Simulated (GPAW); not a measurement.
# RPBE/dzp (scalar-relativistic datasets) run of NaCl (SMILES [Na][Cl])

Aim: ionisation energies of NaCl. The job is set up through an ASE script.

The calculation is run with GPAW 26.7.0.

7 further runs of the same task are left out: 4 that didn't finish, 3 set aside as unsound or not needed.

### 1 The system as given

The species is NaCl (2 atoms), meant as a singlet with charge 0. As SMILES, `[Na][Cl]`. The shape is that of a PBE0-D4/def2-TZVP optimisation.

Bond lengths: Na1–Cl2 2.358 Å.

### 2 Ionisation energies at RPBE/dzp (scalar-relativistic datasets)

File mol.xyz:

```xyz
2

Na    -0.989600     0.304100    -0.517000
Cl     1.019100    -0.364200     0.521000
```

File run.py:

```python
from ase.io import read
from gpaw import GPAW

molecule = read('mol.xyz')
molecule.center(vacuum=5.5)

energies = {}
for name, charge, unpaired in [('neutral', 0, 0), ('oxidised', 1, 1)]:
    molecule.set_initial_magnetic_moments([unpaired / len(molecule)] * len(molecule))
    gpaw_calc = GPAW(mode='lcao',
                     basis='dzp',
                     h=0.22,
                     xc='RPBE',
                     charge=charge,
                     occupations={'name': 'fermi-dirac', 'width': 0.0, 'fixmagmom': unpaired > 0},
                     maxiter=100,
                     symmetry='off',
                     txt=f'{name}.txt')
    molecule.calc = gpaw_calc
    energies[name] = molecule.get_potential_energy()
    print(f'{name:10} {energies[name]:12.5f} eV')

ip = energies['oxidised'] - energies['neutral']
print(f'Vertical IP = {ip:.3f} eV')
```

Run with:

```bash
$ OMP_NUM_THREADS=1 python run.py
```

The log of the run:

```text
neutral        -3.76983 eV
oxidised        5.20785 eV
Vertical IP = 8.978 eV
```

neutral.txt, shortened:

```text
[...]
Number of symmetries: 1
[...]
  Number of IBZ points: 1
[...]
basis functions: 30
Spin-components: 1 (collinear spins)
Bands:           11
[...]
  Valence electrons: 14.0
[...]
  Grid points: [60 52 56]
  Charge: 0.0  # |e|
[...]
    cutoffs:
[...]
occupation numbers:
  # Zero width
[...]
xc functional:
  name: RPBE with 2 nearest neighbor stencil
[...]
|iter     |     time |      energy | eigst |  dens |
[...]
|iter:   1| 00:00:02 |   -4.912560 |      c|       |
[...]
|iter:   9| 00:00:05 |   -3.769834c|      c| -4.52c|
Converged in 9 steps
[...]
Energy contributions relative to reference atoms: (reference = -16980.336880)
Energy contributions:
  Kinetic:          12.858105
  Coulomb:         -10.663206
  Zero:              0.204658
  External:          0.000000
  Xc:               -6.169391
  Entropy:           0.000000
  Spinorbit:         0.000000
  ----------------------------
  Free energy:      -3.769834
  Extrapolated:     -3.769834
dipole moment: (-1.365241, 0.455066, -0.706319)  # |e|*Ang
Fermi level: -3.612
Eigenvalues  # (at kpt = [0.000, 0.000, 0.000])
| band index |      eig [eV] | occ [0-2] |
|------------|---------------|-----------|
|          0 |       -29.051 |     2.000 |
|          1 |       -29.051 |     2.000 |
|          2 |       -29.007 |     2.000 |
|          3 |       -16.670 |     2.000 |
|          4 |        -5.441 |     2.000 |
|          5 |        -4.874 |     2.000 |
|          6 |        -4.874 |     2.000 |
|          7 |        -2.349 |     0.000 |
|          8 |        -0.187 |     0.000 |
|          9 |        -0.185 |     0.000 |
|         10 |         0.700 |     0.000 |
Gap: 2.525 eV
Transition (v -> c):
[...]
timing:  # [seconds]
  Total: 4.638  # ━━━━━━━━━━━━━━━━━━━━━━━━━━━━━━━━━━━━━━━━━━━━━━━━━━━━━━━━━━━
  Init:  2.062  # ━━━━━━━━━━━━━━━━━━━━━━━━━━
  SCF:   2.563  # ━━━━━━━━━━━━━━━━━━━━━━━━━━━━━━━━╸
Max RSS: 465.988  # MiB
```

oxidised.txt, shortened:

```text
[...]
Number of symmetries: 1
[...]
  Number of IBZ points: 1
[...]
basis functions: 30
Spin-components: 2 (collinear spins)
Bands:           11
[...]
  Valence electrons: 14.0
[...]
  Grid points: [60 52 56]
  Charge: 1.0  # |e|
[...]
    cutoffs:
[...]
occupation numbers:
  Fixed magnetic moment: 1.000
[...]
xc functional:
  name: RPBE with 2 nearest neighbor stencil
[...]
|iter     |     time |      energy | eigst |  dens |  magmom |
[...]
|iter:   1| 00:00:02 |    4.637013 |      c|       |  +1.0044|
[...]
|iter:  79| 00:00:52 |    5.207846c|      c| -4.02c|  +1.0000|
Converged in 79 steps
[...]
Energy contributions relative to reference atoms: (reference = -16980.336880)
Energy contributions:
  Kinetic:           4.622378
  Coulomb:          -0.975771
  Zero:              0.192943
  External:          0.000000
  Xc:                1.368297
  Entropy:           0.000000
  Spinorbit:         0.000000
  ----------------------------
  Free energy:       5.207846
  Extrapolated:      5.207846
dipole moment: (5.742150, 6.087941, 5.624983)  # |e|*Ang
Total magnetic moment: (0.000000, 0.000000, 1.000004)
Local magnetic moments
|        x |        y |         z |
|----------|----------|-----------|
| 0.000000 | 0.000000 | -0.000785 |  # Na   0
| 0.000000 | 0.000000 |  0.418437 |  # Cl   1
Fermi levels: -10.003, -13.429
Eigenvalues  # (at kpt = [0.000, 0.000, 0.000])
| band index |      eig [eV] | occ [0-1] |      eig [eV] | occ [0-1] |
|------------|---------------|-----------|---------------|-----------|
|          0 |       -35.325 |     1.000 |       -35.325 |     1.000 |
|          1 |       -35.312 |     1.000 |       -35.310 |     1.000 |
|          2 |       -35.296 |     1.000 |       -35.297 |     1.000 |
|          3 |       -26.933 |     1.000 |       -25.727 |     1.000 |
|          4 |       -15.590 |     1.000 |       -14.109 |     1.000 |
|          5 |       -14.537 |     1.000 |       -13.608 |     1.000 |
|          6 |       -14.043 |     1.000 |       -13.250 |     0.000 |
|          7 |        -6.755 |     0.000 |        -6.707 |     0.000 |
|          8 |        -4.424 |     0.000 |        -4.325 |     0.000 |
|          9 |        -4.329 |     0.000 |        -4.267 |     0.000 |
|         10 |        -3.704 |     0.000 |        -3.567 |     0.000 |
Gap: 6.495 eV
Transition (v -> c):
[...]
timing:  # [seconds]
  Total: 52.276  # ━━━━━━━━━━━━━━━━━━━━━━━━━━━━━━━━━━━━━━━━━━━━━━━━━━━━━━━━━━
  Init:   2.671  # ━━━
  SCF:   49.588  # ━━━━━━━━━━━━━━━━━━━━━━━━━━━━━━━━━━━━━━━━━━━━━━━━━━━━━━━
Max RSS: 711.414  # MiB
```

Run time: 57 s. Hardware: 1 thread of Arm Neoverse V2, shared host; peak memory 0.69 GiB.

### 3 Summary of results

At RPBE/dzp (scalar-relativistic datasets):

```
               quantity    value
first ionisation energy  8.98 eV
```
